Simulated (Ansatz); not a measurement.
**C2H4FN: taking an electron away**

An exercise on one series of results from a longer session: the logs are not shown, and one member is left open.

Program: Ansatz 0.2.0, Gaussian basis. Level of theory: unrestricted cation, the program's frozen cores in correlated methods. These are calculated values, not measurements.

Levels to be run: UKS PBE-D4/def2-TZVPP; UKS r2SCAN-D4/def2-TZVPP; UKS PBE0-D4/def2-TZVPP; UKS B3LYP-D4/def2-TZVPP; UKS wB97X-V/def2-TZVPP; UKS wB97M-V/def2-TZVPP; UKS B2PLYP/def2-TZVPP; UHF-MP2/def2-TZVPP; UHF-MP2/def2-QZVPP; then −ε(HOMO) from the neutral's earlier runs with LDA (SPW92), PBE-D4, revPBE-D4, BLYP-D4, r2SCAN-D4, B97M-V, PBE0-D4, B3LYP-D4, r2SCANh-D4, r2SCAN0-D4, HSE06-D4, BHLYP-D4, CAM-B3LYP-D4, LC-ωPBE, ωB97X-V, ωB97M-V.

1 further run of the same task is left out (it didn't finish).

## The geometry

The geometry comes from an earlier relaxation with PBE0-D4 in a triple-zeta def2 set; it is a stationary point, not always the lowest conformer.

SMILES `CC(=N)F`, 8 atoms, charge 0, spin multiplicity 1.

Atoms are counted from 1 here; the program's logs count them from 0.

Bond lengths: C1–C2 1.488 Å, C1–H5 1.088 Å, C1–H6 1.092 Å, C1–H7 1.092 Å, C2–N3 1.247 Å, C2–F4 1.341 Å, N3–H8 1.015 Å. Angles: C2–C1–H5 111.2°, C2–C1–H6 109.7°, C2–C1–H7 109.7°, H5–C1–H6 109.4°, H5–C1–H7 109.4°, H6–C1–H7 107.3°, C1–C2–N3 132.0°, C1–C2–F4 110.6°, N3–C2–F4 117.4°, C2–N3–H8 110.7°.

Set-up of the first run:

File in.yaml:

```yaml
crystal:
  periodic: [false, false, false]
  atoms:
    - {symbol: C, position_ang: [-0.246744, 0.732412, -0.287282]}
    - {symbol: C, position_ang: [0.491441, -0.429375, 0.278409]}
    - {symbol: N, position_ang: [0.166295, -1.620854, 0.450446]}
    - {symbol: F, position_ang: [1.725795, -0.065302, 0.654014]}
    - {symbol: H, position_ang: [-1.250547, 0.447964, -0.597181]}
    - {symbol: H, position_ang: [-0.308720, 1.527713, 0.458869]}
    - {symbol: H, position_ang: [0.298437, 1.132696, -1.144958]}
    - {symbol: H, position_ang: [-0.783858, -1.782254, 0.131984]}
basis:
  gaussian: {orbitals: def2-TZVPP}
total_charge: 1
magnetization: {spin_polarized: true, initial_magnetization: 1}
hamiltonian: {xc: pbe, dispersion: d4}
```

Run with:

```console
$ ansatz run in.yaml --threads 2 --pin off --events-out ev --progress --plain --max-ram 4352MiB
```

Among the steps run: Cation, UKS PBE-D4/def2-TZVPP; Cation, UKS r2SCAN-D4/def2-TZVPP; Cation, UKS PBE0-D4/def2-TZVPP; Cation, UKS B3LYP-D4/def2-TZVPP; Cation, UKS wB97X-V/def2-TZVPP; Cation, UKS wB97M-V/def2-TZVPP; Cation, UKS B2PLYP (frozen core)/def2-TZVPP; Cation, UHF-MP2/def2-TZVPP; Cation, UHF-MP2/def2-QZVPP.

One of the session's tables, all rows but one given; the rest of the session is left out.

Orbital estimates, from the neutral's runs:

| functional | −ε(HOMO) (eV) |
| --- | --- |
| LDA (SPW92) | 6.93 |
| PBE-D4 | 6.81 |
| revPBE-D4 | ? |
| BLYP-D4 | 6.72 |
| r2SCAN-D4 | 7.16 |
| B97M-V | 7.33 |
| PBE0-D4 | 8.42 |
| B3LYP-D4 | 8.18 |
| r2SCANh-D4 | 7.76 |
| r2SCAN0-D4 | 8.66 |
| HSE06-D4 | 8.01 |
| BHLYP-D4 | 9.99 |
| CAM-B3LYP-D4 | 9.93 |
| LC-ωPBE | 11.31 |
| ωB97X-V | 10.95 |
| ωB97M-V | 10.86 |

Estimate the missing values for revPBE-D4.

The run gave: −ε(HOMO) (eV): 6.75. In the column «−ε(HOMO) (eV)» it lies between BLYP-D4 (6.72) and PBE-D4 (6.81).
